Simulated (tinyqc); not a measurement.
UHF in the sto-3g basis, for BH, spin multiplicity 3, step by step (part 1 of 2). Computed by tinyqc, a small Python program that keeps every step (integrals from PySCF). Settings: charge = 0, multiplicity = 3, basis = sto-3g, energy threshold = 1e-08, iteration cap = 71, orthogonalisation = symmetric, start = atomic densities, DIIS depth = 8, method = UHF. Command: `OMP_NUM_THREADS=1 python tinyqc.py 20201 20202 out.jsonl` (the two numbers bound the seeds that draw the settings). One thread of a shared host (Intel(R) Xeon(R) Processor @ 2.60GHz), about 0.2 s of CPU time with the checks. Later iterations appear only in the table of the cycle.

## One-electron integrals

Geometry (angstrom):
```
atom       x       y       z
B     0.0000  0.0000  0.0000
H     0.0000  0.0000  1.0490
```

Basis sto-3g: exponents (1/bohr^2) and contraction coefficients of normalised primitives:
```
element  l (shell)  exponent  coefficient
B            s (1)   48.7911       0.1543
B            s (1)    8.8874       0.5353
B            s (1)    2.4053       0.4446
B            s (2)    2.2370      -0.1000
B            s (2)    0.5198       0.3995
B            s (2)    0.1691       0.7001
B            p (3)    2.2370       0.1559
B            p (3)    0.5198       0.6077
B            p (3)    0.1691       0.3920
H            s (1)    3.4253       0.1543
H            s (1)    0.6239       0.5353
H            s (1)    0.1689       0.4446
```

Overlap, kinetic and nuclear-attraction integrals over the contracted functions; the nuclear repulsion is the sum of Za Zb / Rab.

nuclear repulsion = 2.522294 hartree

overlap S:
```
         1B 1s   1B 2s  1B 2px  1B 2py  1B 2pz   2H 1s
1B 1s   1.0000  0.2693  0.0000  0.0000  0.0000  0.0918
1B 2s   0.2693  1.0000  0.0000  0.0000  0.0000  0.5507
1B 2px  0.0000  0.0000  1.0000  0.0000  0.0000  0.0000
1B 2py  0.0000  0.0000  0.0000  1.0000  0.0000  0.0000
1B 2pz  0.0000  0.0000  0.0000  0.0000  1.0000  0.5309
2H 1s   0.0918  0.5507  0.0000  0.0000  0.5309  1.0000
```

kinetic energy T (hartree):
```
          1B 1s    1B 2s  1B 2px  1B 2py  1B 2pz    2H 1s
1B 1s   10.8263  -0.0480  0.0000  0.0000  0.0000  -0.0087
1B 2s   -0.0480   0.3592  0.0000  0.0000  0.0000   0.1278
1B 2px   0.0000   0.0000  1.1239  0.0000  0.0000   0.0000
1B 2py   0.0000   0.0000  0.0000  1.1239  0.0000   0.0000
1B 2pz   0.0000   0.0000  0.0000  0.0000  1.1239   0.3059
2H 1s   -0.0087   0.1278  0.0000  0.0000  0.3059   0.7600
```

nuclear attraction V (hartree):
```
           1B 1s    1B 2s   1B 2px   1B 2py   1B 2pz    2H 1s
1B 1s   -23.6518  -3.2752   0.0000   0.0000  -0.0239  -1.1393
1B 2s    -3.2752  -4.2458   0.0000   0.0000  -0.1892  -2.2108
1B 2px    0.0000   0.0000  -4.1664   0.0000   0.0000   0.0000
1B 2py    0.0000   0.0000   0.0000  -4.1664   0.0000   0.0000
1B 2pz   -0.0239  -0.1892   0.0000   0.0000  -4.3143  -2.0758
2H 1s    -1.1393  -2.2108   0.0000   0.0000  -2.0758  -3.6850
```

core Hamiltonian H = T + V (hartree):
```
           1B 1s    1B 2s   1B 2px   1B 2py   1B 2pz    2H 1s
1B 1s   -12.8255  -3.3232   0.0000   0.0000  -0.0239  -1.1480
1B 2s    -3.3232  -3.8866   0.0000   0.0000  -0.1892  -2.0831
1B 2px    0.0000   0.0000  -3.0425   0.0000   0.0000   0.0000
1B 2py    0.0000   0.0000   0.0000  -3.0425   0.0000   0.0000
1B 2pz   -0.0239  -0.1892   0.0000   0.0000  -3.1904  -1.7698
2H 1s    -1.1480  -2.0831   0.0000   0.0000  -1.7698  -2.9249
```

## Two-electron integrals

Functions are numbered as in S; the eight-fold symmetry (ij|kl) = (ji|kl) = (kl|ij) leaves the list below.

Two-electron integrals (ij|kl) in chemists' order, unique and non-zero (hartree):
```
(11|11) 2.9235   (21|11) 0.5184   (21|21) 0.1093   (22|11) 0.7442
(22|21) 0.1932   (22|22) 0.5448   (31|31) 0.0203   (32|31) 0.0300
(32|32) 0.1203   (33|11) 0.7425   (33|21) 0.1932   (33|22) 0.5447
(33|33) 0.5868   (41|41) 0.0203   (42|41) 0.0300   (42|42) 0.1203
(43|43) 0.0316   (44|11) 0.7425   (44|21) 0.1932   (44|22) 0.5447
(44|33) 0.5235   (44|44) 0.5868   (51|51) 0.0203   (52|51) 0.0300
(52|52) 0.1203   (53|53) 0.0316   (54|54) 0.0316   (55|11) 0.7425
(55|21) 0.1932   (55|22) 0.5447   (55|33) 0.5235   (55|44) 0.5235
(55|55) 0.5868   (61|11) 0.1776   (61|21) 0.0372   (61|22) 0.0657
(61|33) 0.0654   (61|44) 0.0654   (61|51) 0.0028   (61|52) 0.0050
(61|55) 0.0664   (61|61) 0.0131   (62|11) 0.3499   (62|21) 0.0918
(62|22) 0.2761   (62|33) 0.2690   (62|44) 0.2690   (62|51) 0.0101
(62|52) 0.0560   (62|55) 0.2900   (62|61) 0.0332   (62|62) 0.1784
(63|31) 0.0102   (63|32) 0.0448   (63|53) 0.0111   (63|63) 0.0223
(64|41) 0.0102   (64|42) 0.0448   (64|54) 0.0111   (64|64) 0.0223
(65|11) 0.2999   (65|21) 0.0798   (65|22) 0.2535   (65|33) 0.2400
(65|44) 0.2400   (65|51) 0.0179   (65|52) 0.0926   (65|55) 0.2803
(65|61) 0.0306   (65|62) 0.1929   (65|65) 0.2267   (66|11) 0.4903
(66|21) 0.1311   (66|22) 0.4385   (66|33) 0.4125   (66|44) 0.4125
(66|51) 0.0198   (66|52) 0.1372   (66|55) 0.4900   (66|61) 0.0487
(66|62) 0.3414   (66|65) 0.4051   (66|66) 0.7746
```

## Orthogonalisation

S = U s U^T; symmetric (Loewdin) form X = U s^(-1/2) U^T, so that X^T S X = 1.

eigenvalues of S: 0.2277  0.7959  1.0000  1.0000  1.1586  1.8178

X:
```
          1B 1s    1B 2s  1B 2px  1B 2py   1B 2pz    2H 1s
1B 1s    1.0303  -0.1572  0.0000  0.0000  -0.0151   0.0269
1B 2s   -0.1572   1.2492  0.0000  0.0000   0.2085  -0.4808
1B 2px   0.0000   0.0000  1.0000  0.0000   0.0000   0.0000
1B 2py   0.0000   0.0000  0.0000  1.0000   0.0000   0.0000
1B 2pz  -0.0151   0.2085  0.0000  0.0000   1.1972  -0.4561
2H 1s    0.0269  -0.4808  0.0000  0.0000  -0.4561   1.4108
```

## Starting guess

The start is atomic minimal-basis densities projected into this basis (PySCF's MINAO start) and scaled to the electron count of each spin; this density is not idempotent, so its energy is not variational and may lie below the converged one.

D(alpha) at the start:
```
          1B 1s    1B 2s  1B 2px  1B 2py   1B 2pz    2H 1s
1B 1s    1.4522  -0.3675  0.0000  0.0000   0.0152  -0.0301
1B 2s   -0.3675   1.3696  0.0000  0.0000  -0.0482   0.1086
1B 2px   0.0000   0.0000  0.2139  0.0000   0.0000   0.0000
1B 2py   0.0000   0.0000  0.0000  0.2139   0.0000   0.0000
1B 2pz   0.0152  -0.0482  0.0000  0.0000   0.1866   0.0301
2H 1s   -0.0301   0.1086  0.0000  0.0000   0.0301   0.6158
```

D(beta) at the start:
```
          1B 1s    1B 2s  1B 2px  1B 2py   1B 2pz    2H 1s
1B 1s    0.7261  -0.1837  0.0000  0.0000   0.0076  -0.0150
1B 2s   -0.1837   0.6848  0.0000  0.0000  -0.0241   0.0543
1B 2px   0.0000   0.0000  0.1069  0.0000   0.0000   0.0000
1B 2py   0.0000   0.0000  0.0000  0.1069   0.0000   0.0000
1B 2pz   0.0076  -0.0241  0.0000  0.0000   0.0933   0.0150
2H 1s   -0.0150   0.0543  0.0000  0.0000   0.0150   0.3079
```

## Iteration 1: building the Fock matrix

J_ij = sum D_kl (ij|kl) with D = D(alpha) + D(beta), K_ij = sum D_kl (ik|jl) for each spin; F = H + J - K(s); E = tr D H + tr D J / 2 - 0.5 sum_s tr D(s) K(s) + E_nn.

Coulomb J (hartree):
```
         1B 1s   1B 2s  1B 2px  1B 2py  1B 2pz   2H 1s
1B 1s   8.5878  1.7385  0.0000  0.0000  0.0195  0.5982
1B 2s   1.7385  3.5413  0.0000  0.0000  0.1369  1.8622
1B 2px  0.0000  0.0000  3.5105  0.0000  0.0000  0.0000
1B 2py  0.0000  0.0000  0.0000  3.5105  0.0000  0.0000
1B 2pz  0.0195  0.1369  0.0000  0.0000  3.5899  1.7604
2H 1s   0.5982  1.8622  0.0000  0.0000  1.7604  3.0661
```

exchange K(alpha) (hartree):
```
         1B 1s   1B 2s  1B 2px  1B 2py  1B 2pz   2H 1s
1B 1s   4.0322  0.7485  0.0000  0.0000  0.0223  0.2836
1B 2s   0.7485  1.0044  0.0000  0.0000  0.1325  0.6793
1B 2px  0.0000  0.0000  0.3339  0.0000  0.0000  0.0000
1B 2py  0.0000  0.0000  0.0000  0.3339  0.0000  0.0000
1B 2pz  0.0223  0.1325  0.0000  0.0000  0.4707  0.4204
2H 1s   0.2836  0.6793  0.0000  0.0000  0.4204  0.8457
```

exchange K(beta) (hartree):
```
         1B 1s   1B 2s  1B 2px  1B 2py  1B 2pz   2H 1s
1B 1s   2.0161  0.3742  0.0000  0.0000  0.0111  0.1418
1B 2s   0.3742  0.5022  0.0000  0.0000  0.0663  0.3397
1B 2px  0.0000  0.0000  0.1670  0.0000  0.0000  0.0000
1B 2py  0.0000  0.0000  0.0000  0.1670  0.0000  0.0000
1B 2pz  0.0111  0.0663  0.0000  0.0000  0.2354  0.2102
2H 1s   0.1418  0.3397  0.0000  0.0000  0.2102  0.4229
```

F(alpha) (hartree):
```
          1B 1s    1B 2s  1B 2px  1B 2py   1B 2pz    2H 1s
1B 1s   -8.2699  -2.3332  0.0000  0.0000  -0.0267  -0.8333
1B 2s   -2.3332  -1.3498  0.0000  0.0000  -0.1848  -0.9002
1B 2px   0.0000   0.0000  0.1340  0.0000   0.0000   0.0000
1B 2py   0.0000   0.0000  0.0000  0.1340   0.0000   0.0000
1B 2pz  -0.0267  -0.1848  0.0000  0.0000  -0.0713  -0.4298
2H 1s   -0.8333  -0.9002  0.0000  0.0000  -0.4298  -0.7045
```

F(beta) (hartree):
```
          1B 1s    1B 2s  1B 2px  1B 2py   1B 2pz    2H 1s
1B 1s   -6.2538  -1.9589  0.0000  0.0000  -0.0155  -0.6915
1B 2s   -1.9589  -0.8475  0.0000  0.0000  -0.1185  -0.5605
1B 2px   0.0000   0.0000  0.3010  0.0000   0.0000   0.0000
1B 2py   0.0000   0.0000  0.0000  0.3010   0.0000   0.0000
1B 2pz  -0.0155  -0.1185  0.0000  0.0000   0.1641  -0.2196
2H 1s   -0.6915  -0.5605  0.0000  0.0000  -0.2196  -0.2817
```

total energy of this density = -25.303079 hartree

This density is the starting one; it is not idempotent, so its energy is not variational and may lie below the converged one.

## Iteration 1: diagonalisation and new density

Diagonalise F' = X^T F X, C = X C', fill 4 alpha and 2 beta electrons from the bottom; D(s) = C_occ C_occ^T. Each column has its largest component positive (the first on a tie).

F' = X^T F X (alpha) (hartree):
```
         1        2       3       4        5        6
1  -8.0956  -1.1307  0.0000  0.0000  -0.0160  -0.1810
2  -1.1307  -0.6133  0.0000  0.0000   0.1233  -0.6223
3   0.0000   0.0000  0.1340  0.0000   0.0000   0.0000
4   0.0000   0.0000  0.0000  0.1340   0.0000   0.0000
5  -0.0160   0.1233  0.0000  0.0000   0.2432  -0.5257
6  -0.1810  -0.6223  0.0000  0.0000  -0.5257  -0.0441
```

orbital energies (alpha) (hartree): MO1 -8.2716, MO2 -0.9073, MO3 -0.1597, MO4 0.1340, MO5 0.1340, MO6 0.8290

coefficients C (alpha):
```
           MO1      MO2      MO3      MO4     MO5      MO6
1B 1s   0.9958  -0.2383  -0.1559   0.0000  0.0000   0.1202
1B 2s   0.0147   0.6820   0.7485   0.0000  0.0000  -0.9133
1B 2px  0.0000   0.0000   0.0000   0.9993  0.0378   0.0000
1B 2py  0.0000   0.0000   0.0000  -0.0378  0.9993   0.0000
1B 2pz  0.0031   0.1161  -0.5538   0.0000  0.0000  -1.1682
2H 1s   0.0010   0.4359  -0.5309   0.0000  0.0000   1.3994
```

F' = X^T F X (beta) (hartree):
```
         1        2       3       4        5        6
1  -6.0590  -1.1031  0.0000  0.0000  -0.0231  -0.1370
2  -1.1031  -0.2137  0.0000  0.0000   0.1335  -0.4926
3   0.0000   0.0000  0.3010  0.0000   0.0000   0.0000
4   0.0000   0.0000  0.0000  0.3010   0.0000   0.0000
5  -0.0231   0.1335  0.0000  0.0000   0.4289  -0.4483
6  -0.1370  -0.4926  0.0000  0.0000  -0.4483   0.2626
```

orbital energies (beta) (hartree): MO1 -6.2679, MO2 -0.3915, MO3 0.1013, MO4 0.3010, MO5 0.3010, MO6 0.9770

coefficients C (beta):
```
            MO1      MO2      MO3      MO4     MO5      MO6
1B 1s    0.9848  -0.2524  -0.1834   0.0000  0.0000   0.1412
1B 2s    0.0565   0.6277   0.7506   0.0000  0.0000  -0.9482
1B 2px   0.0000   0.0000   0.0000   1.0000  0.0066   0.0000
1B 2py   0.0000   0.0000   0.0000  -0.0066  1.0000   0.0000
1B 2pz   0.0098   0.1370  -0.5905   0.0000  0.0000  -1.1478
2H 1s   -0.0133   0.4794  -0.4508   0.0000  0.0000   1.4131
```

D(alpha) after iteration 1:
```
          1B 1s    1B 2s   1B 2px   1B 2py   1B 2pz    2H 1s
1B 1s    1.0728  -0.2646   0.0000   0.0000   0.0618  -0.0201
1B 2s   -0.2646   1.0256   0.0000   0.0000  -0.3353  -0.1001
1B 2px   0.0000   0.0000   0.9986  -0.0377   0.0000   0.0000
1B 2py   0.0000   0.0000  -0.0377   0.0014   0.0000   0.0000
1B 2pz   0.0618  -0.3353   0.0000   0.0000   0.3202   0.3446
2H 1s   -0.0201  -0.1001   0.0000   0.0000   0.3446   0.4719
```

D(beta) after iteration 1:
```
          1B 1s    1B 2s  1B 2px  1B 2py   1B 2pz    2H 1s
1B 1s    1.0337  -0.1028  0.0000  0.0000  -0.0249  -0.1341
1B 2s   -0.1028   0.3972  0.0000  0.0000   0.0866   0.3002
1B 2px   0.0000   0.0000  0.0000  0.0000   0.0000   0.0000
1B 2py   0.0000   0.0000  0.0000  0.0000   0.0000   0.0000
1B 2pz  -0.0249   0.0866  0.0000  0.0000   0.0189   0.0656
2H 1s   -0.1341   0.3002  0.0000  0.0000   0.0656   0.2300
```

Within a degenerate level the vectors are fixed only up to a rotation; this is one choice.

## Iteration 2: building the Fock matrix

As before.

Coulomb J (hartree):
```
         1B 1s   1B 2s   1B 2px   1B 2py  1B 2pz   2H 1s
1B 1s   8.5059  1.7280   0.0000   0.0000  0.0184  0.5945
1B 2s   1.7280  3.5362   0.0000   0.0000  0.1356  1.8617
1B 2px  0.0000  0.0000   3.5351  -0.0024  0.0000  0.0000
1B 2py  0.0000  0.0000  -0.0024   3.4720  0.0000  0.0000
1B 2pz  0.0184  0.1356   0.0000   0.0000  3.5890  1.7620
2H 1s   0.5945  1.8617   0.0000   0.0000  1.7620  3.0699
```

exchange K(alpha) (hartree):
```
         1B 1s    1B 2s   1B 2px   1B 2py   1B 2pz   2H 1s
1B 1s   2.9943   0.5653   0.0000   0.0000   0.0012  0.2005
1B 2s   0.5653   0.7964   0.0000   0.0000  -0.0191  0.4672
1B 2px  0.0000   0.0000   0.7342  -0.0209   0.0000  0.0000
1B 2py  0.0000   0.0000  -0.0209   0.1807   0.0000  0.0000
1B 2pz  0.0012  -0.0191   0.0000   0.0000   0.6297  0.4383
2H 1s   0.2005   0.4672   0.0000   0.0000   0.4383  0.7232
```

exchange K(beta) (hartree):
```
          1B 1s   1B 2s  1B 2px  1B 2py   1B 2pz   2H 1s
1B 1s    2.9372  0.5294  0.0000  0.0000  -0.0022  0.1771
1B 2s    0.5294  0.4814  0.0000  0.0000   0.2023  0.4217
1B 2px   0.0000  0.0000  0.0939  0.0000   0.0000  0.0000
1B 2py   0.0000  0.0000  0.0000  0.0939   0.0000  0.0000
1B 2pz  -0.0022  0.2023  0.0000  0.0000   0.2134  0.2924
2H 1s    0.1771  0.4217  0.0000  0.0000   0.2924  0.5369
```

F(alpha) (hartree):
```
          1B 1s    1B 2s   1B 2px  1B 2py   1B 2pz    2H 1s
1B 1s   -7.3140  -2.1605   0.0000  0.0000  -0.0068  -0.7540
1B 2s   -2.1605  -1.1468   0.0000  0.0000  -0.0345  -0.6885
1B 2px   0.0000   0.0000  -0.2416  0.0186   0.0000   0.0000
1B 2py   0.0000   0.0000   0.0186  0.2489   0.0000   0.0000
1B 2pz  -0.0068  -0.0345   0.0000  0.0000  -0.2312  -0.4462
2H 1s   -0.7540  -0.6885   0.0000  0.0000  -0.4462  -0.5783
```

F(beta) (hartree):
```
          1B 1s    1B 2s   1B 2px   1B 2py   1B 2pz    2H 1s
1B 1s   -7.2568  -2.1245   0.0000   0.0000  -0.0033  -0.7306
1B 2s   -2.1245  -0.8318   0.0000   0.0000  -0.2559  -0.6430
1B 2px   0.0000   0.0000   0.3987  -0.0024   0.0000   0.0000
1B 2py   0.0000   0.0000  -0.0024   0.3356   0.0000   0.0000
1B 2pz  -0.0033  -0.2559   0.0000   0.0000   0.1852  -0.3003
2H 1s   -0.7306  -0.6430   0.0000   0.0000  -0.3003  -0.3920
```

total energy of this density = -24.708396 hartree

## Iteration 2: DIIS over 2 matrices

error matrix X^T (FDS - SDF) X (alpha):
```
         1        2       3       4        5        6
1   0.0000   0.0172  0.0000  0.0000   0.0358  -0.0336
2  -0.0172   0.0000  0.0000  0.0000  -0.0480   0.0307
3   0.0000   0.0000  0.0000  0.0000   0.0000   0.0000
4   0.0000   0.0000  0.0000  0.0000   0.0000   0.0000
5  -0.0358   0.0480  0.0000  0.0000   0.0000  -0.0299
6   0.0336  -0.0307  0.0000  0.0000   0.0299   0.0000
```

B (overlaps of the stored error matrices):
```
               1              2
1  7.5828535e-01  4.8191286e-03
2  4.8191286e-03  4.8910599e-02
```

Minimise |sum c_i e_i|^2 with sum c_i = 1: solve [B -1; -1 0][c; lambda] = [0; -1] with B_ij = tr e_i^T e_j summed over both spins, and take F = sum c_i F_i.

DIIS coefficients: 0.0553  0.9447

extrapolated F(alpha) (hartree):
```
          1B 1s    1B 2s   1B 2px  1B 2py   1B 2pz    2H 1s
1B 1s   -7.3668  -2.1700   0.0000  0.0000  -0.0079  -0.7584
1B 2s   -2.1700  -1.1580   0.0000  0.0000  -0.0428  -0.7002
1B 2px   0.0000   0.0000  -0.2209  0.0175   0.0000   0.0000
1B 2py   0.0000   0.0000   0.0175  0.2425   0.0000   0.0000
1B 2pz  -0.0079  -0.0428   0.0000  0.0000  -0.2223  -0.4453
2H 1s   -0.7584  -0.7002   0.0000  0.0000  -0.4453  -0.5853
```

extrapolated F(beta) (hartree):
```
          1B 1s    1B 2s   1B 2px   1B 2py   1B 2pz    2H 1s
1B 1s   -7.2014  -2.1154   0.0000   0.0000  -0.0040  -0.7285
1B 2s   -2.1154  -0.8326   0.0000   0.0000  -0.2483  -0.6385
1B 2px   0.0000   0.0000   0.3933  -0.0023   0.0000   0.0000
1B 2py   0.0000   0.0000  -0.0023   0.3337   0.0000   0.0000
1B 2pz  -0.0040  -0.2483   0.0000   0.0000   0.1840  -0.2958
2H 1s   -0.7285  -0.6385   0.0000   0.0000  -0.2958  -0.3859
```

## Iteration 2: diagonalisation and new density

As before.

F' = X^T F X (alpha) (hartree):
```
         1        2        3       4        5        6
1  -7.1824  -1.1206   0.0000  0.0000  -0.0239  -0.1546
2  -1.1206  -0.4879   0.0000  0.0000   0.2526  -0.5106
3   0.0000   0.0000  -0.2209  0.0175   0.0000   0.0000
4   0.0000   0.0000   0.0175  0.2425   0.0000   0.0000
5  -0.0239   0.2526   0.0000  0.0000   0.1092  -0.5611
6  -0.1546  -0.5106   0.0000  0.0000  -0.5611   0.0188
```

orbital energies (alpha) (hartree): MO1 -7.3724, MO2 -0.6787, MO3 -0.3509, MO4 -0.2215, MO5 0.2432, MO6 0.8597

coefficients C (alpha):
```
            MO1      MO2      MO3      MO4     MO5      MO6
1B 1s    0.9913  -0.2301  -0.1803   0.0000  0.0000   0.1383
1B 2s    0.0331   0.5969   0.7582   0.0000  0.0000  -0.9631
1B 2px   0.0000   0.0000   0.0000   0.9993  0.0378   0.0000
1B 2py   0.0000   0.0000   0.0000  -0.0378  0.9993   0.0000
1B 2pz   0.0046   0.1460  -0.6003   0.0000  0.0000  -1.1416
2H 1s   -0.0068   0.5047  -0.4179   0.0000  0.0000   1.4145
```

F' = X^T F X (beta) (hartree):
```
         1        2        3        4        5        6
1  -7.0162  -1.1383   0.0000   0.0000   0.0055  -0.1364
2  -1.1383  -0.1407   0.0000   0.0000   0.0238  -0.5438
3   0.0000   0.0000   0.3933  -0.0023   0.0000   0.0000
4   0.0000   0.0000  -0.0023   0.3337   0.0000   0.0000
5   0.0055   0.0238   0.0000   0.0000   0.4696  -0.4912
6  -0.1364  -0.5438   0.0000   0.0000  -0.4912   0.2101
```

orbital energies (beta) (hartree): MO1 -7.2064, MO2 -0.4998, MO3 0.2414, MO4 0.3336, MO5 0.3933, MO6 0.9875

coefficients C (beta):
```
            MO1      MO2      MO3     MO4      MO5      MO6
1B 1s    0.9918  -0.2133  -0.2031  0.0000   0.0000   0.1295
1B 2s    0.0321   0.5438   0.8365  0.0000   0.0000  -0.9291
1B 2px   0.0000   0.0000   0.0000  0.0378   0.9993   0.0000
1B 2py   0.0000   0.0000   0.0000  0.9993  -0.0378   0.0000
1B 2pz   0.0059   0.2192  -0.5508  0.0000   0.0000  -1.1548
2H 1s   -0.0090   0.5149  -0.4134  0.0000   0.0000   1.4121
```

D(alpha) after iteration 2:
```
          1B 1s    1B 2s   1B 2px   1B 2py   1B 2pz    2H 1s
1B 1s    1.0681  -0.2412   0.0000   0.0000   0.0792  -0.0475
1B 2s   -0.2412   0.9322   0.0000   0.0000  -0.3678  -0.0158
1B 2px   0.0000   0.0000   0.9986  -0.0377   0.0000   0.0000
1B 2py   0.0000   0.0000  -0.0377   0.0014   0.0000   0.0000
1B 2pz   0.0792  -0.3678   0.0000   0.0000   0.3817   0.3246
2H 1s   -0.0475  -0.0158   0.0000   0.0000   0.3246   0.4295
```

D(beta) after iteration 2:
```
          1B 1s    1B 2s  1B 2px  1B 2py   1B 2pz    2H 1s
1B 1s    1.0292  -0.0842  0.0000  0.0000  -0.0409  -0.1187
1B 2s   -0.0842   0.2968  0.0000  0.0000   0.1194   0.2797
1B 2px   0.0000   0.0000  0.0000  0.0000   0.0000   0.0000
1B 2py   0.0000   0.0000  0.0000  0.0000   0.0000   0.0000
1B 2pz  -0.0409   0.1194  0.0000  0.0000   0.0481   0.1128
2H 1s   -0.1187   0.2797  0.0000  0.0000   0.1128   0.2652
```
